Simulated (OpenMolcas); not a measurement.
**MP2/ANO-RCC-VTZP (DKH1) run of SO2 (sulfur dioxide)**

Aim: the energy change on altering one bond length of SO2 (sulfur dioxide) at MP2/ANO-RCC-VTZP (DKH1), from 2 runs. 

Program for the calculation: OpenMolcas 26.06.

**1. The structure to begin with**

The species is SO2 (3 atoms), meant as a singlet with charge 0. SMILES: `O=S=O`. Geometry: relaxed at GFN2-xTB.

Bond lengths: O1–S2 1.434 Å, S2–O3 1.434 Å. Angles: O1–S2–O3 116.4°.

**2. Energy and gradient at MP2/ANO-RCC-VTZP (DKH1)**

job.inp

```
&GATEWAY
  Coord
  3
  angstrom
  O       -0.970250       0.629650      -0.459050
  S        0.280030       0.371410       0.194090
  O        0.690220      -1.001060       0.264960
  Basis = ANO-RCC-VTZP
  Group = NoSym

&SEWARD
  Relativistic = R01O00
  Expert

&SCF
  PrOrbitals = 0

&MBPT2
  Frozen = 7
  Grdt

&ALASKA
```

Command:

```bash
$ export MOLCAS_MEM=1860
$ pymolcas job.inp > job.log
```

Output:

```text
--- Start Module: gateway ---
[...]
--- Stop Module: gateway /rc=_RC_ALL_IS_WELL_ ---
[...]
 ###    WARNING:  EXPERT option is ON!                                       ###
 ###############################################################################
               SEWARD will generate:
[...]
      Basis functions           94
[...]
       Convergence after  11 Iterations
[...]
::    Total SCF energy                               -548.7064571102
[...]
      Total spin, S                                     0.0000000000
[...]
      Total electronic charge=   32.000000
      Total            charge=   -0.000000
[...]
--- Start Module: mbpt2 ---
[...]
WARNING!
Default frozen orbitals as non valence orbitals is overwritten by user input.
Default values:   7
[...]
       Reference weight ( Cref**2 )         =        0.83296
::    Total MBPT2 energy                             -549.3628052162
[...]
      Dipole Moment (debye):
      Origin of the operator (angstrom)=    0.0699    0.0928    0.0485
                   X=  9.5038E-01               Y=  1.2613E+00               Z=  6.5879E-01           Total=  1.7111E+00
      Quadrupole Moment (debye*angstrom):
[...]
      Total MBPT2 calculations                           5.49      7.49
--- Stop Module: mbpt2 /rc=_RC_ALL_IS_WELL_ ---
[...]
--- Start Module: alaska ---
[...]
 *              Molecular gradients               *
 **************************************************
  Irreducible representation: a
 ------------------------------------------------------------------------------------------
                              X                       Y                       Z
 ------------------------------------------------------------------------------------------
  O1                2.39596101085446E-02   -1.31842864559539E-02    1.15992221819123E-02
  S2               -9.02892691056678E-03   -1.16668677792902E-02   -6.22364308883405E-03
  O3               -1.49306831979139E-02    2.48511542352148E-02   -5.37557909312758E-03
 ------------------------------------------------------------------------------------------
--- Stop Module: alaska /rc=_RC_ALL_IS_WELL_ ---
[...]
```

Run time: 55 s. Hardware: 1 thread of Intel Xeon Platinum 8488C (Sapphire Rapids), shared host; peak memory 0.53 GiB.

**3. The distorted shape, same level**

job.inp

```
&gateway
  coord
  3
  angstrom
  O       -2.220542       0.887892      -1.112196
  S        0.280030       0.371410       0.194090
  O        0.690220      -1.001060       0.264960
  basis=ANO-RCC-VTZP
  group=NoSym

&seward
  relativistic=R01O00
  expert

&scf
  prorbitals=0

&mbpt2
  frozen=7
  grdt

&alaska
```

Command:

```bash
$ export MOLCAS_MEM=1860
$ pymolcas job.inp > job.log
```

Output:

```text
--- Start Module: gateway ---
[...]
--- Stop Module: gateway /rc=_RC_ALL_IS_WELL_ ---
[...]
 ###    WARNING:  EXPERT option is ON!                                       ###
 ###############################################################################
               SEWARD will generate:
[...]
      Basis functions           94
[...]
       Convergence after  21 Iterations
[...]
::    Total SCF energy                               -548.4366888453
[...]
      Total spin, S                                     0.0000000000
[...]
      Total electronic charge=   32.000000
      Total            charge=   -0.000000
[...]
--- Start Module: mbpt2 ---
[...]
WARNING!
Default frozen orbitals as non valence orbitals is overwritten by user input.
Default values:   7
[...]
       Reference weight ( Cref**2 )         =        0.85202
::    Total MBPT2 energy                             -548.9993805118
[...]
      Dipole Moment (debye):
      Origin of the operator (angstrom)=   -0.2427    0.1574   -0.1148
                   X= -1.9187E-01               Y=  1.1588E+00               Z=  2.4408E-02           Total=  1.1748E+00
      Quadrupole Moment (debye*angstrom):
[...]
      Total MBPT2 calculations                           5.22      7.22
--- Stop Module: mbpt2 /rc=_RC_ALL_IS_WELL_ ---
[...]
--- Start Module: alaska ---
[...]
 *              Molecular gradients               *
 **************************************************
  Irreducible representation: a
 ------------------------------------------------------------------------------------------
                              X                       Y                       Z
 ------------------------------------------------------------------------------------------
  O1               -5.39085849882959E-03    1.00925124697859E-03   -2.82776191638856E-03
  S2                3.10092665941564E-02   -8.60889833784420E-02    7.32498150180705E-03
  O3               -2.56184080953261E-02    8.50797321314616E-02   -4.49721958541538E-03
 ------------------------------------------------------------------------------------------
--- Stop Module: alaska /rc=_RC_ALL_IS_WELL_ ---
[...]
```

Wall time 45 s (1 thread of Intel Xeon Platinum 8488C (Sapphire Rapids), shared host); peak memory 0.53 GiB.

**4. Results**

At MP2/ANO-RCC-VTZP (DKH1), 7 core orbitals frozen:

```
                                                         quantity          value
                                        first shape: total energy  -549.36281 Eh
                  first shape: dipole moment (mean-field density)         2.23 D
                 first shape: HOMO energy (Hartree–Fock orbitals)      -13.61 eV
                 first shape: LUMO energy (Hartree–Fock orbitals)        0.20 eV
               first shape: HOMO–LUMO gap (Hartree–Fock orbitals)       13.81 eV
         first shape: correlation energy (7 core orbitals frozen)     -656.3 mEh
                            first shape: largest force on an atom     1.528 eV/Å
                                    distorted shape: total energy  -548.99938 Eh
              distorted shape: dipole moment (mean-field density)         1.74 D
             distorted shape: HOMO energy (Hartree–Fock orbitals)       -9.50 eV
             distorted shape: LUMO energy (Hartree–Fock orbitals)       -1.13 eV
           distorted shape: HOMO–LUMO gap (Hartree–Fock orbitals)        8.37 eV
     distorted shape: correlation energy (7 core orbitals frozen)     -562.7 mEh
                        distorted shape: largest force on an atom     4.720 eV/Å
energy change with the O1–S2 bond stretched from 1.434 to 2.868 Å       9.889 eV
```

What this shows: One bond (distorted shape) is far stretched, which a spin-restricted single reference describes badly; perturbation theory on it can break down and give far too much correlation. With the O1–S2 bond stretched from 1.434 to 2.868 Å the energy rises by 9.89 eV (954 kJ/mol). The first shape isn't relaxed at this level, so the change isn't measured from a minimum. A restricted reference can't describe the breaking bond well at this length. The largest force (first shape) is 1.53 eV/Å: the shape isn't a stationary point for this species at this level. Mulliken charges (first shape) of the mean-field density run from -0.35 on O3 to +0.71 on S2; they depend strongly on the basis. Mulliken charges (distorted shape) of the mean-field density run from -0.24 on O3 to +0.24 on S2.
